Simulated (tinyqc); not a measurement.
Inside a calculation (part 1 of 3). Method: UHF in the sto-3g basis, for LiH, spin multiplicity 3. Computed by tinyqc, a small Python program that keeps every step (integrals from PySCF). Settings: charge = 0, multiplicity = 3, basis = sto-3g, energy threshold = 1e-08, iteration cap = 74, orthogonalisation = canonical, start = core, DIIS depth = 8, method = UHF. Command: `OMP_NUM_THREADS=1 python tinyqc.py 23048 23049 out.jsonl` (the two numbers bound the seeds that draw the settings). One thread of a shared host (Intel(R) Xeon(R) Processor @ 2.60GHz), about 0.09 s of CPU time with the checks. Later iterations appear only in the table of the cycle.

## One-electron integrals

Geometry (angstrom):
```
atom         x         y         z
Li    0.000000  0.000000  0.000000
H     0.000000  0.000000  2.508000
```

Basis sto-3g: exponents (1/bohr^2) and contraction coefficients of normalised primitives:
```
element  l (shell)   exponent  coefficient
Li           s (1)  16.119575     0.154329
Li           s (1)   2.936201     0.535328
Li           s (1)   0.794651     0.444635
Li           s (2)   0.636290    -0.099967
Li           s (2)   0.147860     0.399513
Li           s (2)   0.048089     0.700115
Li           p (3)   0.636290     0.155916
Li           p (3)   0.147860     0.607684
Li           p (3)   0.048089     0.391957
H            s (1)   3.425251     0.154329
H            s (1)   0.623914     0.535328
H            s (1)   0.168855     0.444635
```

Overlap, kinetic and nuclear-attraction integrals over the contracted functions; the nuclear repulsion is the sum of Za Zb / Rab.

nuclear repulsion = 0.63298709 hartree

overlap S, order 1Li 1s, 1Li 2s, 1Li 2px, 1Li 2py, 1Li 2pz, 2H 1s:
```
[[1.000000, 0.241137, 0.000000, 0.000000, 0.000000, 0.007995],
 [0.241137, 1.000000, 0.000000, 0.000000, 0.000000, 0.196066],
 [0.000000, 0.000000, 1.000000, 0.000000, 0.000000, 0.000000],
 [0.000000, 0.000000, 0.000000, 1.000000, 0.000000, 0.000000],
 [0.000000, 0.000000, 0.000000, 0.000000, 1.000000, 0.294357],
 [0.007995, 0.196066, 0.000000, 0.000000, 0.294357, 1.000000]]
```

kinetic energy T (hartree), order 1Li 1s, 1Li 2s, 1Li 2px, 1Li 2py, 1Li 2pz, 2H 1s:
```
[[3.576786, -0.020237, 0.000000, 0.000000, 0.000000, -0.004482],
 [-0.020237, 0.102163, 0.000000, 0.000000, 0.000000, 0.003782],
 [0.000000, 0.000000, 0.319682, 0.000000, 0.000000, 0.000000],
 [0.000000, 0.000000, 0.000000, 0.319682, 0.000000, 0.000000],
 [0.000000, 0.000000, 0.000000, 0.000000, 0.319682, 0.025705],
 [-0.004482, 0.003782, 0.000000, 0.000000, 0.025705, 0.760032]]
```

nuclear attraction V (hartree), order 1Li 1s, 1Li 2s, 1Li 2px, 1Li 2py, 1Li 2pz, 2H 1s:
```
[[-8.193877, -1.015222, 0.000000, 0.000000, -0.006555, -0.030907],
 [-1.015222, -1.413732, 0.000000, 0.000000, -0.072700, -0.283348],
 [0.000000, 0.000000, -1.386725, 0.000000, 0.000000, 0.000000],
 [0.000000, 0.000000, 0.000000, -1.386725, 0.000000, 0.000000],
 [-0.006555, -0.072700, 0.000000, 0.000000, -1.438475, -0.429224],
 [-0.030907, -0.283348, 0.000000, 0.000000, -0.429224, -1.859589]]
```

core Hamiltonian H = T + V (hartree), order 1Li 1s, 1Li 2s, 1Li 2px, 1Li 2py, 1Li 2pz, 2H 1s:
```
[[-4.617091, -1.035459, 0.000000, 0.000000, -0.006555, -0.035389],
 [-1.035459, -1.311569, 0.000000, 0.000000, -0.072700, -0.279566],
 [0.000000, 0.000000, -1.067043, 0.000000, 0.000000, 0.000000],
 [0.000000, 0.000000, 0.000000, -1.067043, 0.000000, 0.000000],
 [-0.006555, -0.072700, 0.000000, 0.000000, -1.118793, -0.403518],
 [-0.035389, -0.279566, 0.000000, 0.000000, -0.403518, -1.099557]]
```

## Two-electron integrals

Functions are numbered as in S; the eight-fold symmetry (ij|kl) = (ji|kl) = (kl|ij) leaves the list below.

Two-electron integrals (ij|kl) in chemists' order, unique and non-zero (hartree):
```
(11|11) 1.680395   (21|11) 0.265420   (21|21) 0.049941   (22|11) 0.397727
(22|21) 0.092860   (22|22) 0.290562   (31|31) 0.008981   (32|31) 0.013788
(32|32) 0.064184   (33|11) 0.396640   (33|21) 0.092880   (33|22) 0.290497
(33|33) 0.312946   (41|41) 0.008981   (42|41) 0.013788   (42|42) 0.064184
(43|43) 0.016869   (44|11) 0.396640   (44|21) 0.092880   (44|22) 0.290497
(44|33) 0.279207   (44|44) 0.312946   (51|51) 0.008981   (52|51) 0.013788
(52|52) 0.064184   (53|53) 0.016869   (54|54) 0.016869   (55|11) 0.396640
(55|21) 0.092880   (55|22) 0.290497   (55|33) 0.279207   (55|44) 0.279207
(55|55) 0.312946   (61|11) 0.008097   (61|21) 0.001558   (61|22) 0.003038
(61|33) 0.002994   (61|44) 0.002994   (61|51) 0.000229   (61|52) 0.000455
(61|55) 0.003128   (61|61) 0.000056   (62|11) 0.052363   (62|21) 0.012533
(62|22) 0.046398   (62|33) 0.043605   (62|44) 0.043605   (62|51) 0.001828
(62|52) 0.014764   (62|55) 0.051938   (62|61) 0.000493   (62|62) 0.017064
(63|31) 0.000573   (63|32) 0.003511   (63|53) 0.001760   (63|63) 0.000720
(64|41) 0.000573   (64|42) 0.003511   (64|54) 0.001760   (64|64) 0.000720
(65|11) 0.075655   (65|21) 0.018173   (65|22) 0.068476   (65|33) 0.063869
(65|44) 0.063869   (65|51) 0.002809   (65|52) 0.022939   (65|55) 0.077620
(65|61) 0.000725   (65|62) 0.026569   (65|65) 0.041497   (66|11) 0.210987
(66|21) 0.050871   (66|22) 0.204912   (66|33) 0.189309   (66|44) 0.189309
(66|51) 0.006544   (66|52) 0.069520   (66|55) 0.235871   (66|61) 0.001982
(66|62) 0.102528   (66|65) 0.162544   (66|66) 0.774606
```

## Orthogonalisation

S = U s U^T; canonical form X = U s^(-1/2), so that X^T S X = 1. Each column of U has its largest component positive (the first on a tie).

eigenvalues of S: [0.616502, 0.813177, 1.000000, 1.000000, 1.180300, 1.390021]

X, order 1Li 1s, 1Li 2s, 1Li 2px, 1Li 2py, 1Li 2pz, 2H 1s:
```
[[0.399284, 0.705311, 0.000000, 0.000000, 0.570784, 0.284680],
 [-0.661636, -0.534575, 0.000000, 0.000000, 0.436738, 0.442851],
 [0.000000, 0.000000, -0.044372, 0.999015, 0.000000, 0.000000],
 [0.000000, 0.000000, 0.999015, 0.044372, 0.000000, 0.000000],
 [-0.616400, 0.564176, 0.000000, 0.000000, -0.490391, 0.400615],
 [0.803066, -0.358072, 0.000000, 0.000000, -0.300375, 0.530812]]
```

Within a degenerate level the vectors are fixed only up to a rotation; this is one choice.

## Starting guess

The start is the orbitals of the core Hamiltonian; D(s) = C_occ C_occ^T for each spin.

D(alpha) at the start, order 1Li 1s, 1Li 2s, 1Li 2px, 1Li 2py, 1Li 2pz, 2H 1s:
```
[[1.063243, -0.263092, 0.000000, 0.000000, 0.002860, 0.027325],
 [-0.263092, 1.094516, 0.000000, 0.000000, -0.027256, -0.119184],
 [0.000000, 0.000000, 0.000000, 0.000000, 0.000000, 0.000000],
 [0.000000, 0.000000, 0.000000, 0.000000, 0.000000, 0.000000],
 [0.002860, -0.027256, 0.000000, 0.000000, 0.509712, 0.375029],
 [0.027325, -0.119184, 0.000000, 0.000000, 0.375029, 0.284926]]
```

D(beta) at the start, order 1Li 1s, 1Li 2s, 1Li 2px, 1Li 2py, 1Li 2pz, 2H 1s:
```
[[1.011260, -0.024679, 0.000000, 0.000000, 0.000327, 0.003859],
 [-0.024679, 0.000602, 0.000000, 0.000000, -0.000008, -0.000094],
 [0.000000, 0.000000, 0.000000, 0.000000, 0.000000, 0.000000],
 [0.000000, 0.000000, 0.000000, 0.000000, 0.000000, 0.000000],
 [0.000327, -0.000008, 0.000000, 0.000000, 0.000000, 0.000001],
 [0.003859, -0.000094, 0.000000, 0.000000, 0.000001, 0.000015]]
```

## Iteration 1: building the Fock matrix

J_ij = sum D_kl (ij|kl) with D = D(alpha) + D(beta), K_ij = sum D_kl (ik|jl) for each spin; F = H + J - K(s); E = tr D H + tr D J / 2 - 0.5 sum_s tr D(s) K(s) + E_nn.

Coulomb J (hartree), order 1Li 1s, 1Li 2s, 1Li 2px, 1Li 2py, 1Li 2pz, 2H 1s:
```
[[4.075831, 0.696140, 0.000000, 0.000000, 0.002855, 0.021792],
 [0.696140, 1.336780, 0.000000, 0.000000, 0.030109, 0.223008],
 [0.000000, 0.000000, 1.321449, 0.000000, 0.000000, 0.000000],
 [0.000000, 0.000000, 0.000000, 1.321449, 0.000000, 0.000000],
 [0.002855, 0.030109, 0.000000, 0.000000, 1.360247, 0.330954],
 [0.021792, 0.223008, 0.000000, 0.000000, 0.330954, 1.067594]]
```

exchange K(alpha) (hartree), order 1Li 1s, 1Li 2s, 1Li 2px, 1Li 2py, 1Li 2pz, 2H 1s:
```
[[1.706507, 0.273707, 0.000000, 0.000000, 0.000539, 0.012179],
 [0.273707, 0.360540, 0.000000, 0.000000, 0.016914, 0.098016],
 [0.000000, 0.000000, 0.081863, 0.000000, 0.000000, 0.000000],
 [0.000000, 0.000000, 0.000000, 0.081863, 0.000000, 0.000000],
 [0.000539, 0.016914, 0.000000, 0.000000, 0.296785, 0.192422],
 [0.012179, 0.098016, 0.000000, 0.000000, 0.192422, 0.356475]]
```

exchange K(beta) (hartree), order 1Li 1s, 1Li 2s, 1Li 2px, 1Li 2py, 1Li 2pz, 2H 1s:
```
[[1.686307, 0.257623, 0.000000, 0.000000, 0.000423, 0.007699],
 [0.257623, 0.046184, 0.000000, 0.000000, 0.000102, 0.001403],
 [0.000000, 0.000000, 0.008444, 0.000000, 0.000000, 0.000000],
 [0.000000, 0.000000, 0.000000, 0.008444, 0.000000, 0.000000],
 [0.000423, 0.000102, 0.000000, 0.000000, 0.008459, 0.000207],
 [0.007699, 0.001403, 0.000000, 0.000000, 0.000207, 0.000050]]
```

F(alpha) (hartree), order 1Li 1s, 1Li 2s, 1Li 2px, 1Li 2py, 1Li 2pz, 2H 1s:
```
[[-2.247766, -0.613027, 0.000000, 0.000000, -0.004239, -0.025776],
 [-0.613027, -0.335329, 0.000000, 0.000000, -0.059505, -0.154574],
 [0.000000, 0.000000, 0.172543, 0.000000, 0.000000, 0.000000],
 [0.000000, 0.000000, 0.000000, 0.172543, 0.000000, 0.000000],
 [-0.004239, -0.059505, 0.000000, 0.000000, -0.055331, -0.264986],
 [-0.025776, -0.154574, 0.000000, 0.000000, -0.264986, -0.388438]]
```

F(beta) (hartree), order 1Li 1s, 1Li 2s, 1Li 2px, 1Li 2py, 1Li 2pz, 2H 1s:
```
[[-2.227567, -0.596943, 0.000000, 0.000000, -0.004123, -0.021296],
 [-0.596943, -0.020972, 0.000000, 0.000000, -0.042693, -0.057961],
 [0.000000, 0.000000, 0.245962, 0.000000, 0.000000, 0.000000],
 [0.000000, 0.000000, 0.000000, 0.245962, 0.000000, 0.000000],
 [-0.004123, -0.042693, 0.000000, 0.000000, 0.232996, -0.072771],
 [-0.021296, -0.057961, 0.000000, 0.000000, -0.072771, -0.032013]]
```

total energy of this density = -7.61355022 hartree

## Iteration 1: diagonalisation and new density

Diagonalise F' = X^T F X, C = X C', fill 3 alpha and 1 beta electrons from the bottom; D(s) = C_occ C_occ^T. Each column has its largest component positive (the first on a tie).

F' = X^T F X (alpha) (hartree):
```
[[-0.089160, -0.359985, 0.000000, 0.000000, -0.253127, -0.280606],
 [-0.359985, -0.725726, 0.000000, 0.000000, -0.876575, -0.392797],
 [0.000000, 0.000000, 0.172543, 0.000000, 0.000000, 0.000000],
 [0.000000, 0.000000, 0.000000, 0.172543, 0.000000, 0.000000],
 [-0.253127, -0.876575, 0.000000, 0.000000, -1.151067, -0.506347],
 [-0.280606, -0.392797, 0.000000, 0.000000, -0.506347, -0.736068]]
```

orbital energies (alpha) (hartree): [-2.250381, -0.455232, -0.126362, 0.129953, 0.172543, 0.172543]

coefficients C (alpha), order 1Li 1s, 1Li 2s, 1Li 2px, 1Li 2py, 1Li 2pz, 2H 1s:
```
[[0.990506, -0.079930, -0.272630, -0.043721, 0.000000, 0.000000],
 [0.036839, 0.247079, 1.007507, 0.181423, 0.000000, 0.000000],
 [0.000000, 0.000000, 0.000000, 0.000000, 0.999341, -0.036305],
 [0.000000, 0.000000, 0.000000, 0.000000, 0.036305, 0.999341],
 [0.003317, 0.297437, -0.182143, 0.988718, 0.000000, 0.000000],
 [-0.002238, 0.798420, -0.314912, -0.639114, 0.000000, 0.000000]]
```

F' = X^T F X (beta) (hartree):
```
[[0.106153, -0.344747, 0.000000, 0.000000, -0.326094, -0.297564],
 [-0.344747, -0.553487, 0.000000, 0.000000, -0.974958, -0.474036],
 [0.000000, 0.000000, 0.245962, 0.000000, 0.000000, 0.000000],
 [0.000000, 0.000000, 0.000000, 0.245962, 0.000000, 0.000000],
 [-0.326094, -0.974958, 0.000000, 0.000000, -0.952534, -0.613017],
 [-0.297564, -0.474036, 0.000000, 0.000000, -0.613017, -0.387506]]
```

orbital energies (beta) (hartree): [-2.229208, -0.055952, 0.184641, 0.245962, 0.245962, 0.313145]

coefficients C (beta), order 1Li 1s, 1Li 2s, 1Li 2px, 1Li 2py, 1Li 2pz, 2H 1s:
```
[[0.993068, -0.069942, -0.268367, 0.000000, 0.000000, -0.025128],
 [0.027456, 0.228295, 1.022748, 0.000000, 0.000000, 0.107252],
 [0.000000, 0.000000, 0.000000, -0.424716, 0.905327, 0.000000],
 [0.000000, 0.000000, 0.000000, 0.905327, 0.424716, 0.000000],
 [0.003083, 0.199704, -0.084296, 0.000000, 0.000000, 1.025779],
 [-0.003986, 0.856918, -0.366843, 0.000000, 0.000000, -0.525565]]
```

D(alpha) after iteration 1, order 1Li 1s, 1Li 2s, 1Li 2px, 1Li 2py, 1Li 2pz, 2H 1s:
```
[[1.061817, -0.257937, 0.000000, 0.000000, 0.029168, 0.019820],
 [-0.257937, 1.077475, 0.000000, 0.000000, -0.109897, -0.120085],
 [0.000000, 0.000000, 0.000000, 0.000000, 0.000000, 0.000000],
 [0.000000, 0.000000, 0.000000, 0.000000, 0.000000, 0.000000],
 [0.029168, -0.109897, 0.000000, 0.000000, 0.121656, 0.294831],
 [0.019820, -0.120085, 0.000000, 0.000000, 0.294831, 0.736649]]
```

D(beta) after iteration 1, order 1Li 1s, 1Li 2s, 1Li 2px, 1Li 2py, 1Li 2pz, 2H 1s:
```
[[0.986185, 0.027266, 0.000000, 0.000000, 0.003062, -0.003958],
 [0.027266, 0.000754, 0.000000, 0.000000, 0.000085, -0.000109],
 [0.000000, 0.000000, 0.000000, 0.000000, 0.000000, 0.000000],
 [0.000000, 0.000000, 0.000000, 0.000000, 0.000000, 0.000000],
 [0.003062, 0.000085, 0.000000, 0.000000, 0.000010, -0.000012],
 [-0.003958, -0.000109, 0.000000, 0.000000, -0.000012, 0.000016]]
```

Within a degenerate level the vectors are fixed only up to a rotation; this is one choice.

## Iteration 2: building the Fock matrix

As before.

Coulomb J (hartree), order 1Li 1s, 1Li 2s, 1Li 2px, 1Li 2py, 1Li 2pz, 2H 1s:
```
[[3.983806, 0.677193, 0.000000, 0.000000, 0.003595, 0.021205],
 [0.677193, 1.300611, 0.000000, 0.000000, 0.047996, 0.241788],
 [0.000000, 0.000000, 1.283391, 0.000000, 0.000000, 0.000000],
 [0.000000, 0.000000, 0.000000, 1.283391, 0.000000, 0.000000],
 [0.003595, 0.047996, 0.000000, 0.000000, 1.327905, 0.362821],
 [0.021205, 0.241788, 0.000000, 0.000000, 0.362821, 1.285309]]
```

exchange K(alpha) (hartree), order 1Li 1s, 1Li 2s, 1Li 2px, 1Li 2py, 1Li 2pz, 2H 1s:
```
[[1.702376, 0.268325, 0.000000, 0.000000, 0.001660, 0.010168],
 [0.268325, 0.336636, 0.000000, 0.000000, -0.003819, 0.120035],
 [0.000000, 0.000000, 0.074380, 0.000000, 0.000000, 0.000000],
 [0.000000, 0.000000, 0.000000, 0.074380, 0.000000, 0.000000],
 [0.001660, -0.003819, 0.000000, 0.000000, 0.180592, 0.207069],
 [0.010168, 0.120035, 0.000000, 0.000000, 0.207069, 0.659355]]
```

exchange K(beta) (hartree), order 1Li 1s, 1Li 2s, 1Li 2px, 1Li 2py, 1Li 2pz, 2H 1s:
```
[[1.671627, 0.273815, 0.000000, 0.000000, 0.000949, 0.008858],
 [0.273815, 0.054426, 0.000000, 0.000000, 0.000268, 0.001833],
 [0.000000, 0.000000, 0.009652, 0.000000, 0.000000, 0.000000],
 [0.000000, 0.000000, 0.000000, 0.009652, 0.000000, 0.000000],
 [0.000949, 0.000268, 0.000000, 0.000000, 0.009632, 0.000284],
 [0.008858, 0.001833, 0.000000, 0.000000, 0.000284, 0.000074]]
```

F(alpha) (hartree), order 1Li 1s, 1Li 2s, 1Li 2px, 1Li 2py, 1Li 2pz, 2H 1s:
```
[[-2.335660, -0.626591, 0.000000, 0.000000, -0.004620, -0.024352],
 [-0.626591, -0.347593, 0.000000, 0.000000, -0.020885, -0.157814],
 [0.000000, 0.000000, 0.141967, 0.000000, 0.000000, 0.000000],
 [0.000000, 0.000000, 0.000000, 0.141967, 0.000000, 0.000000],
 [-0.004620, -0.020885, 0.000000, 0.000000, 0.028519, -0.247766],
 [-0.024352, -0.157814, 0.000000, 0.000000, -0.247766, -0.473603]]
```

F(beta) (hartree), order 1Li 1s, 1Li 2s, 1Li 2px, 1Li 2py, 1Li 2pz, 2H 1s:
```
[[-2.304912, -0.632081, 0.000000, 0.000000, -0.003909, -0.023041],
 [-0.632081, -0.065383, 0.000000, 0.000000, -0.024972, -0.039611],
 [0.000000, 0.000000, 0.206695, 0.000000, 0.000000, 0.000000],
 [0.000000, 0.000000, 0.000000, 0.206695, 0.000000, 0.000000],
 [-0.003909, -0.024972, 0.000000, 0.000000, 0.199480, -0.040981],
 [-0.023041, -0.039611, 0.000000, 0.000000, -0.040981, 0.185678]]
```

total energy of this density = -7.75886361 hartree

## Iteration 2: DIIS over 2 matrices

error matrix X^T (FDS - SDF) X (alpha):
```
[[0.000000, 0.010363, 0.000000, 0.000000, 0.028572, -0.064073],
 [-0.010363, 0.000000, 0.000000, 0.000000, -0.023460, 0.046498],
 [0.000000, 0.000000, 0.000000, 0.000000, 0.000000, 0.000000],
 [0.000000, 0.000000, 0.000000, 0.000000, 0.000000, 0.000000],
 [-0.028572, 0.023460, 0.000000, 0.000000, 0.000000, -0.016849],
 [0.064073, -0.046498, 0.000000, 0.000000, 0.016849, 0.000000]]
```

B (overlaps of the stored error matrices):
```
[[1.2338142e-01, 4.2694743e-02],
 [4.2694743e-02, 1.6564122e-02]]
```

Minimise |sum c_i e_i|^2 with sum c_i = 1: solve [B -1; -1 0][c; lambda] = [0; -1] with B_ij = tr e_i^T e_j summed over both spins, and take F = sum c_i F_i.

DIIS coefficients: [-0.478968, 1.478968]

extrapolated F(alpha) (hartree), order 1Li 1s, 1Li 2s, 1Li 2px, 1Li 2py, 1Li 2pz, 2H 1s:
```
[[-2.377759, -0.633088, 0.000000, 0.000000, -0.004802, -0.023669],
 [-0.633088, -0.353468, 0.000000, 0.000000, -0.002387, -0.159365],
 [0.000000, 0.000000, 0.127323, 0.000000, 0.000000, 0.000000],
 [0.000000, 0.000000, 0.000000, 0.127323, 0.000000, 0.000000],
 [-0.004802, -0.002387, 0.000000, 0.000000, 0.068681, -0.239518],
 [-0.023669, -0.159365, 0.000000, 0.000000, -0.239518, -0.514394]]
```

extrapolated F(beta) (hartree), order 1Li 1s, 1Li 2s, 1Li 2px, 1Li 2py, 1Li 2pz, 2H 1s:
```
[[-2.341958, -0.648911, 0.000000, 0.000000, -0.003806, -0.023878],
 [-0.648911, -0.086654, 0.000000, 0.000000, -0.016484, -0.030822],
 [0.000000, 0.000000, 0.187888, 0.000000, 0.000000, 0.000000],
 [0.000000, 0.000000, 0.000000, 0.187888, 0.000000, 0.000000],
 [-0.003806, -0.016484, 0.000000, 0.000000, 0.183427, -0.025755],
 [-0.023878, -0.030822, 0.000000, 0.000000, -0.025755, 0.289945]]
```

## Iteration 2: diagonalisation and new density

As before.

F' = X^T F X (alpha) (hartree):
```
[[-0.113242, -0.379680, 0.000000, 0.000000, -0.209334, -0.404107],
 [-0.379680, -0.805215, 0.000000, 0.000000, -0.944268, -0.357392],
 [0.000000, 0.000000, 0.127323, 0.000000, 0.000000, 0.000000],
 [0.000000, 0.000000, 0.000000, 0.127323, 0.000000, 0.000000],
 [-0.209334, -0.944268, 0.000000, 0.000000, -1.204535, -0.554994],
 [-0.404107, -0.357392, 0.000000, 0.000000, -0.554994, -0.741450]]
```

orbital energies (alpha) (hartree): [-2.379520, -0.533255, -0.164964, 0.127323, 0.127323, 0.213297]

coefficients C (alpha), order 1Li 1s, 1Li 2s, 1Li 2px, 1Li 2py, 1Li 2pz, 2H 1s:
```
[[0.992510, -0.049286, -0.269138, 0.000000, 0.000000, -0.061550],
 [0.029509, 0.143632, 1.014577, 0.000000, 0.000000, 0.243971],
 [0.000000, 0.000000, 0.000000, 0.970203, 0.242295, 0.000000],
 [0.000000, 0.000000, 0.000000, -0.242295, 0.970203, 0.000000],
 [0.002543, 0.126246, -0.195298, 0.000000, 0.000000, 1.022318],
 [-0.003016, 0.919262, -0.244866, 0.000000, 0.000000, -0.490005]]
```

F' = X^T F X (beta) (hartree):
```
[[0.219602, -0.416041, 0.000000, 0.000000, -0.409765, -0.156619],
 [-0.416041, -0.587329, 0.000000, 0.000000, -0.942686, -0.566473],
 [0.000000, 0.000000, 0.187888, 0.000000, 0.000000, 0.000000],
 [0.000000, 0.000000, 0.000000, 0.187888, 0.000000, 0.000000],
 [-0.409765, -0.942686, 0.000000, 0.000000, -1.014901, -0.722356],
 [-0.156619, -0.566473, 0.000000, 0.000000, -0.722356, -0.298654]]
```

orbital energies (beta) (hartree): [-2.345106, 0.082865, 0.165985, 0.187888, 0.187888, 0.414975]

coefficients C (beta), order 1Li 1s, 1Li 2s, 1Li 2px, 1Li 2py, 1Li 2pz, 2H 1s:
```
[[0.990346, -0.250553, 0.118544, 0.000000, 0.000000, 0.078187],
 [0.037543, 0.898162, -0.446263, 0.000000, 0.000000, -0.321145],
 [0.000000, 0.000000, 0.000000, 0.939712, -0.341967, 0.000000],
 [0.000000, 0.000000, 0.000000, 0.341967, 0.939712, 0.000000],
 [0.003036, 0.255602, 0.805524, 0.000000, 0.000000, -0.620492],
 [-0.004950, 0.236354, 0.280843, 0.000000, 0.000000, 1.005165]]
```

D(alpha) after iteration 2, order 1Li 1s, 1Li 2s, 1Li 2px, 1Li 2py, 1Li 2pz, 2H 1s:
```
[[1.059940, -0.250852, 0.000000, 0.000000, 0.048864, 0.017602],
 [-0.250852, 1.050867, 0.000000, 0.000000, -0.179937, -0.116488],
 [0.000000, 0.000000, 0.000000, 0.000000, 0.000000, 0.000000],
 [0.000000, 0.000000, 0.000000, 0.000000, 0.000000, 0.000000],
 [0.048864, -0.179937, 0.000000, 0.000000, 0.054086, 0.163868],
 [0.017602, -0.116488, 0.000000, 0.000000, 0.163868, 0.905012]]
```

D(beta) after iteration 2, order 1Li 1s, 1Li 2s, 1Li 2px, 1Li 2py, 1Li 2pz, 2H 1s:
```
[[0.980786, 0.037180, 0.000000, 0.000000, 0.003007, -0.004902],
 [0.037180, 0.001409, 0.000000, 0.000000, 0.000114, -0.000186],
 [0.000000, 0.000000, 0.000000, 0.000000, 0.000000, 0.000000],
 [0.000000, 0.000000, 0.000000, 0.000000, 0.000000, 0.000000],
 [0.003007, 0.000114, 0.000000, 0.000000, 0.000009, -0.000015],
 [-0.004902, -0.000186, 0.000000, 0.000000, -0.000015, 0.000024]]
```

Within a degenerate level the vectors are fixed only up to a rotation; this is one choice.
